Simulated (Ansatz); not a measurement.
C3H4F2O, SMILES `CO/C(F)=C/F`. Total charge 0; spin multiplicity 1. All single points use the PBE0-D4/def2-TZVP geometry. It is one conformer, not always the lowest.

```xyz
10

C    -1.176   -1.061    0.279
O    -0.488    0.100    0.747
C     0.690    0.321    0.175
F     1.590   -0.646    0.350
C     0.986    1.434   -0.479
F     2.217    1.666   -0.938
H    -2.121   -1.090    0.817
H    -0.603   -1.965    0.491
H    -1.361   -0.981   -0.796
H     0.266    2.222   -0.646
```

(1) What is the dipole moment at ωB97M-V/def2-TZVPP? (Best estimate.)

(2) And with PBE, r2SCAN, B3LYP? (Best estimate.)

(3) Give the Mulliken charges with ωB97M-V, B3LYP, PBE in def2-TZVPP. (Estimate.)

Results:

(1) Ansatz gave: 2.66 D, with components (-2.52, -0.82, -0.29) D in this frame, pointing from negative to positive charge.

(2) Computed: PBE 2.49 D, r2SCAN 2.61 D, B3LYP 2.66 D.

(3) Ansatz gave: 
| atom | ωB97M-V | B3LYP | PBE |
| --- | --- | --- | --- |
| C1 | -0.18 | -0.13 | -0.14 |
| O2 | -0.27 | -0.28 | -0.22 |
| C3 | 0.28 | 0.30 | 0.24 |
| F4 | -0.18 | -0.19 | -0.15 |
| C5 | 0.05 | 0.03 | 0.00 |
| F6 | -0.19 | -0.20 | -0.16 |
| H7 | 0.14 | 0.13 | 0.12 |
| H8 | 0.14 | 0.12 | 0.12 |
| H9 | 0.12 | 0.10 | 0.10 |
| H10 | 0.11 | 0.11 | 0.10 |

B3LYP here is the variant with VWN-RPA as its local correlation; programs differ in this.
